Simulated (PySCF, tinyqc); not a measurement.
Inside a calculation. Method: CCSD on RHF in the sto-6g basis, for CH+, spin multiplicity 1. The lowest restricted solution is unstable here: a spin-polarised one lies 0.0085 hartree lower (PySCF). One step of it, computed by the program tinyqc.

Question. Orthogonalisation. S = U s U^T; symmetric (Loewdin) form X = U s^(-1/2) U^T, so that X^T S X = 1.

overlap S, lower triangle:
```
           1C 1s     1C 2s    1C 2px    1C 2py    1C 2pz     2H 1s
1C 1s   1.000000
1C 2s   0.243228  1.000000
1C 2px  0.000000  0.000000  1.000000
1C 2py  0.000000  0.000000  0.000000  1.000000
1C 2pz  0.000000  0.000000  0.000000  0.000000  1.000000
2H 1s   0.023351  0.273162  0.000000  0.000000  0.299685  1.000000
```

Give: eigenvalues of S; X.

Answer.

eigenvalues of S: 0.565  0.826  1.000  1.000  1.155  1.453

X, lower triangle:
```
         1C 1s   1C 2s  1C 2px  1C 2py  1C 2pz  2H 1s
1C 1s    1.024
1C 2s   -0.130   1.057
1C 2px   0.000   0.000   1.000
1C 2py   0.000   0.000   0.000   1.000
1C 2pz  -0.004   0.036   0.000   0.000   1.038
2H 1s    0.016  -0.156   0.000   0.000  -0.168  1.071
```
